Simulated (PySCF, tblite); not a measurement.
# CH₂F radical, a cluster model of a defect (C site with back bonds F, [H], [H]): EPR parameters

What EPR parameters should one expect for `[CH2]F`? It is drawn as: dangling bond.

Programs: tblite 0.8.0 and PySCF 2.14.0. All values are calculated, for the isolated system unless a continuum is named. Atoms count from 0, parts from 1.

### 1 Starting point

4 atoms, charge 0, multiplicity 2; geometry: distance geometry start.

### 2 Geometry optimisation with GFN2-xTB

The job: settings as JSON, then the geometry in Å.

```
{"job": {"kind": "relax", "xc": "GFN2-xTB", "basis": "xTB"}, "charge": 0, "multiplicity": 2}
C     -0.074104     0.005332     0.311901
F      1.243004    -0.059957    -0.096048
H     -0.623615    -0.868911    -0.110795
H     -0.513869     0.916126    -0.102574
```

Level: GFN2-xTB geometry optimisation, gas phase.

Started as:

```
$ OMP_NUM_THREADS=1 python cluster_run.py task.json out
```

This one command runs all jobs of the session in turn.

What it wrote:

```text
step      E/eV     max force
  0    -211.78598    2.572
  1    -211.90158    1.514
  2    -211.97267    0.745
  3    -212.01348    0.660
  4    -212.05010    0.109
  5    -212.05200    0.078
  6    -212.05230    0.069
  7    -212.05273    0.031
  8    -212.05280    0.025
  9    -212.05285    0.023
 10    -212.05287    0.015
 11    -212.05289    0.005
```

Run time: 0.08 s. Hardware: 1 thread of Arm Neoverse N1, shared host.

Along the way:

```tsv
step	energy from step 0 (eV)	largest force (eV/Å)
0	0.0000	2.5717
1	-0.1156	1.5143
2	-0.1867	0.7451
3	-0.2275	0.6598
4	-0.2641	0.1099
5	-0.2660	0.0787
6	-0.2663	0.0689
7	-0.2668	0.0311
8	-0.2668	0.0252
9	-0.2669	0.0231
10	-0.2669	0.0152
11	-0.2669	0.0055
```

Distances of close pairs at the start and the end, largest changes first:

```tsv
bond	before (Å)	after (Å)	change (Å)
C0–F1	1.380	1.332	-0.048
C0–H2	1.116	1.071	-0.045
C0–H3	1.093	1.071	-0.022
```

### 3 Optimising the geometry at PBE0-D3(BJ)/def2-SVP

The job: settings as JSON, then the geometry in Å.

```
{"job": {"xc": "PBE0", "basis": "def2-SVP", "d3": "d3bj", "grid": 2, "kind": "geom", "shake": 0.01}, "charge": 0, "multiplicity": 2}
C     -0.074922    -0.020849     0.088819
F      1.223661    -0.069130    -0.038294
H     -0.637703    -0.925875    -0.035349
H     -0.483275     0.985709    -0.025330
```

What it wrote:

```text
step   0  E = -138.81770392  max force = 0.021654
step   1  E = -138.81298141  max force = 0.024407
step   2  E = -138.81816219  max force = 0.010859
step   3  E = -138.81802947  max force = 0.009937
step   4  E = -138.81867407  max force = 0.001958
step   5  E = -138.81870664  max force = 0.000666
step   6  E = -138.81871204  max force = 0.000244
optimisation converged
```

Run time: 12 s. Hardware: 1 thread of Arm Neoverse N1, shared host; peak memory 0.26 GiB.

Step by step: (the energy doesn't fall at every step)

```tsv
step	energy from step 0 (eV)	largest force component (eV/Å)
0	0.0000	1.1135
1	0.1285	1.2551
2	-0.0125	0.5584
3	-0.0089	0.5110
4	-0.0264	0.1007
5	-0.0273	0.0342
6	-0.0274	0.0125
```

Close pairs (by a distance rule), those that changed most:

```tsv
bond	before (Å)	after (Å)	change (Å)
C0–H2	1.073	1.093	+0.020
C0–F1	1.306	1.325	+0.019
C0–H3	1.092	1.093	+0.001
```

The final coordinates are the input of the step that follows.

```tsv
at the end point	value
point group (found at 0.08 Å tolerance)	Cs
rotational constants (GHz, main isotopes)	260.7, 31.378, 28.223
dipole moment (D)	1.27
⟨S²⟩	0.754
```

### 4 EPR parameters: B3LYP/IGLO-III+pcH-1

The job: settings as JSON, then the geometry in Å.

```
{"job": {"kind": "epr"}, "charge": 0, "multiplicity": 2}
C     -0.070206    -0.000904     0.118167
F      1.232357    -0.111245    -0.096880
H     -0.648626    -0.918629    -0.013128
H     -0.485729     1.000609    -0.018413
```

With the program's defaults for keys left out, this is: UKS B3LYP, IGLO-III on C F, pcH-1 on H, non-relativistic, mean-field spin-orbit, GIAO.

What it wrote:

```text
UKS, coarse grid
  cycle   1  E = -139.11337641  |g| = 2.85e-01
  cycle   2  E = -139.07337567  |g| = 4.74e-01
  cycle   3  E = -139.13773510  |g| = 3.13e-02
  cycle   4  E = -139.13809376  |g| = 6.07e-03
  cycle   5  E = -139.13811856  |g| = 2.67e-03
  cycle   6  E = -139.13812269  |g| = 9.69e-04
UKS, final grid
  cycle   1  E = -139.13812687  |g| = 8.09e-04
  cycle   2  E = -139.13812694  |g| = 7.91e-04
  cycle   3  E = -139.13812721  |g| = 5.85e-05
  cycle   4  E = -139.13812722  |g| = 4.66e-05
  cycle   5  E = -139.13812722  |g| = 6.79e-06
internal stability: stable
E = -139.13812722 Eh   <S^2> = 0.7536 (exact 0.7500)
g shifts (ppm)      1          2          3
  rmc          -194       -194       -194
  gc             -1         48         31
  oz_so         -34       2261       2974
  total        -230       2115       2810
hyperfine (MHz)  atom isotope    a_iso     a_fc   dipolar eigenvalues
    0   13C     157.07     157.07    -83.04    -79.86    162.90
    1   19F     161.83     161.83   -281.69   -247.00    528.70
    2    1H     -51.14     -51.14    -37.83     -1.58     39.41
    3    1H     -51.15     -51.15    -37.81     -1.59     39.41
```

Wall time 10 s (1 thread of Arm Neoverse N1, shared host); peak memory 0.29 GiB.

Principal g values 2.00209, 2.00443, 2.00513; g(iso) = 2.00388, against 2.00232 for a free electron.

Hyperfine couplings; where a row names several nuclei, a(iso) is their mean (it holds for fast rotation or exchange) and the dipolar term the largest among them:

```tsv
nuclei	isotope	a(iso) (MHz)	a(iso) (G, at g = 2.0023)	largest dipolar term (MHz)
F1	19F	161.8	57.7	528.7
C0	13C	157.1	56.0	162.9
H2, H3	1H	-51.1	-18.3	39.4
```

Mulliken spin populations:

```tsv
atom	value (e)
C0	1.04
F1	0.05
H2	-0.04
H3	-0.04
```

In first order the couplings over 0.8 MHz of 19F, 1H give 6 distinct lines over 94.3 G, if the averaged nuclei exchange fast.

### 5 g tensor and hyperfine couplings: BHandHLYP/IGLO-III+pcH-1

Same as in step 4 but for these lines:

```diff
@@ -1,2 +1,2 @@
-{"job": {"kind": "epr"}, "charge": 0, "multiplicity": 2}
+{"job": {"kind": "epr", "xc": "BHandHLYP"}, "charge": 0, "multiplicity": 2}
 C     -0.070206    -0.000904     0.118167
```

Method: UKS BHandHLYP, IGLO-III on C F, pcH-1 on H, non-relativistic, mean-field spin-orbit, GIAO.

What it wrote:

```text
UKS, coarse grid
  cycle   1  E = -139.03955972  |g| = 2.97e-01
  cycle   2  E = -139.03833711  |g| = 3.39e-01
  cycle   3  E = -139.07162578  |g| = 2.91e-02
  cycle   4  E = -139.07203761  |g| = 9.87e-03
  cycle   5  E = -139.07212145  |g| = 3.53e-03
  cycle   6  E = -139.07213520  |g| = 1.13e-03
  cycle   7  E = -139.07213706  |g| = 2.34e-04
UKS, final grid
  cycle   1  E = -139.07213949  |g| = 1.26e-04
  cycle   2  E = -139.07213950  |g| = 9.31e-05
  cycle   3  E = -139.07213951  |g| = 4.89e-05
  cycle   4  E = -139.07213951  |g| = 6.62e-06
internal stability: stable
E = -139.07213951 Eh   <S^2> = 0.7551 (exact 0.7500)
g shifts (ppm)      1          2          3
  rmc          -193       -193       -193
  gc             -0         48         31
  oz_so         -30       1932       2826
  total        -224       1787       2664
hyperfine (MHz)  atom isotope    a_iso     a_fc   dipolar eigenvalues
    0   13C     193.84     193.84    -84.66    -80.15    164.81
    1   19F     230.84     230.84   -263.69   -220.06    483.75
    2    1H     -64.19     -64.19    -39.39     -1.81     41.20
    3    1H     -64.20     -64.20    -39.37     -1.82     41.19
```

Run time: 7.4 s. Hardware: 1 thread of Arm Neoverse N1, shared host; peak memory 0.29 GiB.

In short: g(iso) 2.00373.

### 6 Comparing the runs: EPR parameters

g, ⟨S²⟩ and isotropic hyperfine couplings (MHz), with basis size and wall time:

```tsv
run	g(iso)	⟨S²⟩	19F F1	13C C0	1H H2 (mean)	functions	time
B3LYP/IGLO-III+pcH-1	2.00388	0.754	161.8	157.1	-51.1	90	10 s
BHandHLYP/IGLO-III+pcH-1	2.00373	0.755	230.8	193.8	-64.2	90	7.4 s
```

### 7 Outcome

| quantity | value |
| --- | --- |
| point group | Cs |
| rotational constants (main isotopes) | 260.68, 31.38, 28.22 GHz |
| g(iso) (B3LYP) | 2.00388 |
| ⟨S²⟩ | 0.754 (exact 0.75) |
| largest a(iso) (averaged by class) | 19F on F1, 161.8 MHz |

**Reading.** Over 6 steps the energy fell by 0.027 eV; of the close pairs, C0–H2 changed most, 1.073 to 1.093 Å (PBE0/def2-SVP). C0 carries the largest spin population, 1.04 e. The isotropic g lies 1.6 ppt above the free-electron value. The coupling of 19F on F1 runs from 161.8 (B3LYP/IGLO-III+pcH-1) to 230.8 MHz (BHandHLYP/IGLO-III+pcH-1).
